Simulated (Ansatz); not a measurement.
# H8Si3: relaxing the atoms and harmonic vibrations

The task, for H8Si3: 2 runs in a chain (relaxing the atoms and harmonic vibrations).

Program: Ansatz 0.2.0. Level of theory: DFT B3LYP, Gaussian basis def2-TZVPP. These are calculated values, not measurements.

## (1) The starting structure

Bond lengths: Si1–Si2 2.295 Å, Si2–Si3 2.295 Å, Si1–H4 1.487 Å, Si1–H5 1.487 Å, Si1–H6 1.487 Å, Si2–H7 1.492 Å, Si2–H8 1.492 Å, Si3–H9 1.487 Å, Si3–H10 1.487 Å, Si3–H11 1.487 Å. Angles (14 of 18 angles, heavy atoms first): Si1–Si2–Si3 104.9°, Si1–Si2–H7 111.0°, Si1–Si2–H8 111.0°, Si3–Si2–H7 111.0°, Si3–Si2–H8 111.0°, Si2–Si1–H4 110.5°, Si2–Si1–H5 110.5°, Si2–Si1–H6 110.6°, Si2–Si3–H9 110.6°, Si2–Si3–H10 110.5°, Si2–Si3–H11 110.5°, H7–Si2–H8 108.0°, H4–Si1–H5 108.5°, H4–Si1–H6 108.3°.

Structure file:

```xyz
11

Si   -1.8071    0.3557    0.2284
Si   -0.0297   -0.8018   -0.6478
Si    1.8284    0.2165    0.2339
H    -1.8026    0.2735    1.7130
H    -1.7418    1.7882   -0.1647
H    -3.0921   -0.2065   -0.2667
H    -0.0246   -0.7261   -2.1383
H    -0.0855   -2.2417   -0.2594
H     3.0680   -0.4425   -0.2576
H     1.8739    1.6497   -0.1594
H     1.8131    0.1350    1.7184
```

## (2) Relaxing the atoms: H8Si3

Input file input.yaml:

```yaml
relax:
  f_tol: 0.001
  max_steps: 200
crystal:
  periodic: [false, false, false]
  atoms:
    - { symbol: Si, position_ang: [-1.80714, 0.35574, 0.22845] }
    - { symbol: Si, position_ang: [-0.02975, -0.80182, -0.64776] }
    - { symbol: Si, position_ang: [1.82837, 0.2165, 0.23385] }
    - { symbol: H, position_ang: [-1.80258, 0.27348, 1.71304] }
    - { symbol: H, position_ang: [-1.74178, 1.7882, -0.16473] }
    - { symbol: H, position_ang: [-3.09209, -0.20651, -0.2667] }
    - { symbol: H, position_ang: [-0.02464, -0.72611, -2.13826] }
    - { symbol: H, position_ang: [-0.08547, -2.24174, -0.25937] }
    - { symbol: H, position_ang: [3.06802, -0.44245, -0.25756] }
    - { symbol: H, position_ang: [1.87393, 1.64972, -0.15936] }
    - { symbol: H, position_ang: [1.81313, 0.13499, 1.71841] }
basis:
  gaussian: { orbitals: def2-TZVPP }
hamiltonian:
  xc: { name: B3LYP }
```

On the command line:

```sh
ansatz run input.yaml --threads 8 --pin off --max-ram 16384MiB --backend cpu --events-out ev --progress --plain --runs-dir out
```

Standard output, cut to the lines that bear on the results:

```text
Warning: RAYON_NUM_THREADS=8 ignored (pool sized by the plan → 8); use --threads N
[...]
Functional definition: B3LYP
[...]
1345 factors; their error is unknown
[...]
mean field -23765.59323212 eV, -873.3694423826 hartree, gradient 3.0e-6 eV, S^2 0.000000; 0 other end points of the search recorded, 0 dependent functions left out
[...]
reference -23765.59354085 eV, -873.3694537283 hartree; 25, 25 occupied and 213, 213 virtual orbitals, 1345 factors
relax step   1: F+E_penalty+E_count = -23765.59323212 eV  Δ(F+E_penalty+E_count) = +0.000e0 eV  max|allowed force component| = 7.436e-1 eV/Å  Δτ_max = 0.0000 Å  (25 SCF iters, accepted)
[...]
relax step   6: F+E_penalty+E_count = -23765.65746557 eV  Δ(F+E_penalty+E_count) = -1.523e-4 eV  max|allowed force component| = 1.049e-2 eV/Å  Δτ_max = 0.0100 Å  (27 SCF iters, accepted)
[...]
relax step   7: F+E_penalty+E_count = -23765.65747130 eV  Δ(F+E_penalty+E_count) = -5.726e-6 eV  max|allowed force component| = 4.892e-4 eV/Å  Δτ_max = 0.0008 Å  (18 SCF iters, accepted)
1345 factors; their error is unknown
[...]
mean field -23765.65747130 eV, -873.3718031289 hartree, gradient 6.4e-5 eV, S^2 0.000000; 1 other end points of the search recorded, 0 dependent functions left out
[...]
reference -23765.65778551 eV, -873.3718146762 hartree; 25, 25 occupied and 213, 213 virtual orbitals, 1345 factors
Total energy: -23765.65778551 eV, -873.3718146762 hartree
Atom 0 at    -1.943040     0.352596     0.221512 Å, force     0.000173    -0.000174    -0.000138 eV/Å
Atom 1 at    -0.027394    -0.738343    -0.596481 Å, force     0.000012     0.000303     0.000244 eV/Å
Atom 2 at     1.963652     0.202968     0.227311 Å, force    -0.000186    -0.000164    -0.000134 eV/Å
Atom 3 at    -1.985730     0.272576     1.701666 Å, force     0.000076    -0.000232     0.000101 eV/Å
Atom 4 at    -1.925115     1.782692    -0.170393 Å, force     0.000086     0.000048    -0.000244 eV/Å
Atom 5 at    -3.174971    -0.269994    -0.320595 Å, force     0.000297     0.000085     0.000078 eV/Å
Atom 6 at    -0.022471    -0.667390    -2.080865 Å, force     0.000014     0.000429    -0.000330 eV/Å
Atom 7 at    -0.082922    -2.173300    -0.214028 Å, force    -0.000008    -0.000231     0.000489 eV/Å
Atom 8 at     3.145955    -0.512087    -0.311215 Å, force    -0.000289     0.000107     0.000077 eV/Å
Atom 9 at     2.056327     1.630201    -0.164479 Å, force    -0.000083     0.000054    -0.000245 eV/Å
Atom 10 at     1.995709     0.120081     1.707576 Å, force    -0.000092    -0.000224     0.000102 eV/Å
Dipole moment:    -0.000362    -0.009751    -0.007877 e Å
```

Wall time 24 s (8 threads of Intel Xeon Platinum 8375C at 2.90GHz (Ice Lake), shared host); peak memory 0.7 GiB.

Step by step:

| step | E - E(step 1) (eV) | largest force component (eV/Å) |
| --- | --- | --- |
| 1 | 0.0000 | 0.7437 |
| 2 | -0.0319 | 0.2529 |
| 3 | -0.0587 | 0.0425 |
| 4 | -0.0617 | 0.0413 |
| 5 | -0.0641 | 0.0503 |
| 6 | -0.0642 | 0.0105 |
| 7 | -0.0642 | 0.0005 |

Step 1 is the start.

Before: Bond lengths: Si1–Si2 2.295 Å, Si2–Si3 2.295 Å, Si1–H4 1.487 Å, Si1–H5 1.487 Å, Si1–H6 1.487 Å, Si2–H7 1.492 Å, Si2–H8 1.492 Å, Si3–H9 1.487 Å, Si3–H10 1.487 Å, Si3–H11 1.487 Å. Angles (14 of 18 angles, heavy atoms first): Si1–Si2–Si3 104.9°, Si1–Si2–H7 111.0°, Si1–Si2–H8 111.0°, Si3–Si2–H7 111.0°, Si3–Si2–H8 111.0°, Si2–Si1–H4 110.5°, Si2–Si1–H5 110.5°, Si2–Si1–H6 110.6°, Si2–Si3–H9 110.6°, Si2–Si3–H10 110.5°, Si2–Si3–H11 110.5°, H7–Si2–H8 108.0°, H4–Si1–H5 108.5°, H4–Si1–H6 108.3°.

After: Bond lengths: Si1–Si2 2.351 Å, Si2–Si3 2.351 Å, Si1–H4 1.483 Å, Si1–H5 1.483 Å, Si1–H6 1.483 Å, Si2–H7 1.486 Å, Si2–H8 1.486 Å, Si3–H9 1.483 Å, Si3–H10 1.483 Å, Si3–H11 1.483 Å. Angles (14 of 18 angles, heavy atoms first): Si1–Si2–Si3 112.5°, Si1–Si2–H7 109.1°, Si1–Si2–H8 109.1°, Si3–Si2–H7 109.1°, Si3–Si2–H8 109.1°, Si2–Si1–H4 110.2°, Si2–Si1–H5 110.2°, Si2–Si1–H6 110.8°, Si2–Si3–H9 110.8°, Si2–Si3–H10 110.2°, Si2–Si3–H11 110.2°, H7–Si2–H8 107.7°, H4–Si1–H5 108.4°, H4–Si1–H6 108.6°.

## (3) Harmonic vibrations

It takes the final geometry of step 2.

Input file input.yaml:

```yaml
crystal:
  periodic: [false, false, false]
  atoms:
    - { symbol: Si, position_ang: [-1.94303956, 0.35259634, 0.22151191] }
    - { symbol: Si, position_ang: [-0.02739354, -0.7383429, -0.59648073] }
    - { symbol: Si, position_ang: [1.96365164, 0.20296812, 0.22731094] }
    - { symbol: H, position_ang: [-1.98572992, 0.27257569, 1.70166638] }
    - { symbol: H, position_ang: [-1.92511525, 1.78269159, -0.17039276] }
    - { symbol: H, position_ang: [-3.17497111, -0.26999433, -0.32059549] }
    - { symbol: H, position_ang: [-0.02247136, -0.66738993, -2.08086487] }
    - { symbol: H, position_ang: [-0.08292167, -2.17329975, -0.21402766] }
    - { symbol: H, position_ang: [3.14595489, -0.51208684, -0.31121507] }
    - { symbol: H, position_ang: [2.05632716, 1.63020149, -0.16447877] }
    - { symbol: H, position_ang: [1.99570872, 0.12008052, 1.70757611] }
basis:
  gaussian: { orbitals: def2-TZVPP }
hamiltonian:
  xc: { name: B3LYP }
phonons: {}
```

On the command line:

```sh
ansatz run input.yaml --threads 8 --pin off --max-ram 16384MiB --backend cpu --events-out ev --progress --plain --runs-dir out
```

Standard output, cut to the lines that bear on the results:

```text
Warning: RAYON_NUM_THREADS=8 ignored (pool sized by the plan → 8); use --threads N
[...]
[... 1 set-up line as earlier in the session ...]
[...]
1345 factors; their error is unknown
[...]
mean field -23765.65747129 eV, -873.3718031289 hartree, gradient 6.1e-6 eV, S^2 0.000000; 0 other end points of the search recorded, 0 dependent functions left out
[...]
reference -23765.65778551 eV, -873.3718146762 hartree; 25, 25 occupied and 213, 213 virtual orbitals, 1345 factors
[...]
1345 factors; their error is unknown
mean field -23765.65739814 eV, -873.3718004406 hartree, gradient 3.0e-6 eV, S^2 0.000000; 0 other end points of the search recorded, 0 dependent functions left out
[...]
reference -23765.65771234 eV, -873.3718119870 hartree; 25, 25 occupied and 213, 213 virtual orbitals, 1345 factors
[...]
1345 factors; their error is unknown
[...]
reference -23765.65777678 eV, -873.3718143551 hartree; 25, 25 occupied and 213, 213 virtual orbitals, 1345 factors
[...]
1345 factors; their error is unknown
mean field -23765.65743255 eV, -873.3718017052 hartree, gradient 1.1e-6 eV, S^2 0.000000; 0 other end points of the search recorded, 0 dependent functions left out
[...]
reference -23765.65774675 eV, -873.3718132518 hartree; 25, 25 occupied and 213, 213 virtual orbitals, 1345 factors
[...]
1345 factors; their error is unknown
mean field -23765.65743127 eV, -873.3718016579 hartree, gradient 1.5e-6 eV, S^2 0.000000; 0 other end points of the search recorded, 0 dependent functions left out
[...]
reference -23765.65774551 eV, -873.3718132059 hartree; 25, 25 occupied and 213, 213 virtual orbitals, 1345 factors
[...]
1345 factors; their error is unknown
mean field -23765.65745700 eV, -873.3718026036 hartree, gradient 9.9e-7 eV, S^2 0.000000; 0 other end points of the search recorded, 0 dependent functions left out
[...]
reference -23765.65777121 eV, -873.3718141506 hartree; 25, 25 occupied and 213, 213 virtual orbitals, 1345 factors
```

## (4) More of the same log: T-vib

Output, continued, cut to the lines that bear on the results:

```text
[...]
1345 factors; their error is unknown
mean field -23765.65745656 eV, -873.3718025875 hartree, gradient 1.0e-6 eV, S^2 0.000000; 0 other end points of the search recorded, 0 dependent functions left out
[...]
reference -23765.65777079 eV, -873.3718141352 hartree; 25, 25 occupied and 213, 213 virtual orbitals, 1345 factors
[...]
1345 factors; their error is unknown
[...]
mean field -23765.65745903 eV, -873.3718026782 hartree, gradient 9.4e-7 eV, S^2 0.000000; 0 other end points of the search recorded, 0 dependent functions left out
[...]
reference -23765.65777324 eV, -873.3718142252 hartree; 25, 25 occupied and 213, 213 virtual orbitals, 1345 factors
[...]
1345 factors; their error is unknown
mean field -23765.65745862 eV, -873.3718026631 hartree, gradient 9.7e-7 eV, S^2 0.000000; 0 other end points of the search recorded, 0 dependent functions left out
[...]
Atom 4 at    -1.925115     1.782692    -0.170393 Å, force     0.000085     0.000048    -0.000244 eV/Å
Atom 5 at    -3.174971    -0.269994    -0.320595 Å, force     0.000297     0.000084     0.000078 eV/Å
Atom 6 at    -0.022471    -0.667390    -2.080865 Å, force     0.000015     0.000429    -0.000329 eV/Å
Atom 7 at    -0.082922    -2.173300    -0.214028 Å, force    -0.000007    -0.000231     0.000489 eV/Å
Atom 8 at     3.145955    -0.512087    -0.311215 Å, force    -0.000290     0.000107     0.000077 eV/Å
Atom 9 at     2.056327     1.630201    -0.164479 Å, force    -0.000082     0.000054    -0.000245 eV/Å
Atom 10 at     1.995709     0.120081     1.707576 Å, force    -0.000092    -0.000224     0.000102 eV/Å
Dipole moment:    -0.000362    -0.009750    -0.007877 e Å
Vibrations: 85.26 98.64 100.93 317.85 375.41 420.86 434.67 456.01 566.38 596.20 711.22 725.01 883.75 896.45 933.37 949.17 949.98 953.27 957.65 2190.48 2198.09 2208.11 2212.76 2217.92 2218.45 2220.04 2223.07 cm⁻¹, zero-point energy 1.804032 eV
```

Wall time 2.4 min (8 threads of Intel Xeon Platinum 8375C at 2.90GHz (Ice Lake), shared host); peak memory 0.78 GiB.

Harmonic frequencies from the force constants, with rigid motions projected out (i: imaginary):

| mode | cm⁻¹ |
| --- | --- |
| 1 | 85 |
| 2 | 99 |
| 3 | 101 |
| 4 | 318 |
| 5 | 376 |
| 6 | 421 |
| 7 | 435 |
| 8 | 457 |
| 9 | 567 |
| 10 | 596 |
| 11 | 711 |
| 12 | 725 |
| 13 | 884 |
| 14 | 897 |
| 15 | 934 |
| 16 | 949 |
| 17 | 950 |
| 18 | 953 |
| 19 | 958 |
| 20 | 2191 |
| 21 | 2198 |
| 22 | 2208 |
| 23 | 2213 |
| 24 | 2218 |
| 25 | 2219 |
| 26 | 2220 |
| 27 | 2223 |

## (5) Results

| step | energy above the lowest (eV) | charge | 2S+1 typed | ⟨S²⟩ | dipole (D) | time |
| --- | --- | --- | --- | --- | --- | --- |
| 2 | 0.000 | 0 | 1 | 0.00 | 0.06 | 24 s |
| 3 | 0.000 | 0 | 1 | 0.00 | 0.06 | 2.4 min |

| quantity | value |
| --- | --- |
| harmonic frequencies (step 3) | 85 to 2223 cm⁻¹ |
| zero-point energy (step 3) | 1.804 eV |

**Reading.** In step 3 all modes are real: a minimum.
